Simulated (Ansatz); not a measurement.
Corundum Cr2O3, treated with r²SCAN in Ansatz (plane waves, PAW).

Numerical settings: plane-wave cutoff 560 eV, 8×8×8 k mesh, Fermi–Dirac smearing 0.01 eV, spin-polarised with opposed moments, scalar-relativistic PAW data made under PBE.

Cell (relaxed at this level):

```
Cr2O3
1.0
    4.76582    -2.47193     0.00961
    4.76582     2.47193     0.00961
    3.47546     0.00000     4.09203
Cr O
4 6
Cartesian
 11.01539   0.00000   3.48171
  4.51184   0.00000   1.42609
  1.99171   0.00000   0.62953
  8.49526   0.00000   2.68516
  4.98950  -0.95200   3.07383
  5.38621   1.71196   1.81874
  8.01759   0.95200   1.03742
  7.12394   0.75996   3.86475
  7.62089  -1.71196   2.29251
  5.88316  -0.75996   0.24649
```
Starting moments (μB, in the order of the record's atoms Cr Cr Cr Cr O O O O O O): -3.0 -3.0 3.0 3.0 0.0 0.0 0.0 0.0 0.0 0.0.

Problem. Predict the magnetic moment (largest site, within a sphere), Γ–Γ gap, bulk modulus, pressure derivative B′ of the bulk modulus and band gap.

Solution. 
- magnetic moment (largest site, within a sphere): 2.35 μB
- Γ–Γ gap: 2.88 eV
- bulk modulus: 234 GPa
- pressure derivative B′ of the bulk modulus: 4.3
- band gap: 2.58 eV (indirect)

Measured, for comparison: band gap 3.3 ± 0.1 eV (temperature not stated, no zero-point or thermal correction, middle of the range; as tabulated in Medasani et al. (2019), arXiv:1904.04625); bulk modulus 234 GPa (temperature not stated, no zero-point or thermal correction, our sources range from 206 to 245; as tabulated in Toher et al. (2017), arXiv:1611.05714). Computed (rounded) less measured: band gap -0.72 eV, bulk modulus not scored (sources differ).

Note: without U or exact exchange, gaps and moments of open d shells tend to come out too small; the bulk modulus comes from volumes at which shape and atoms were relaxed.

Moments are spin moments.

Static lattice: no zero-point or thermal effects.

Ansatz is a quantum-chemistry and plane-wave program.
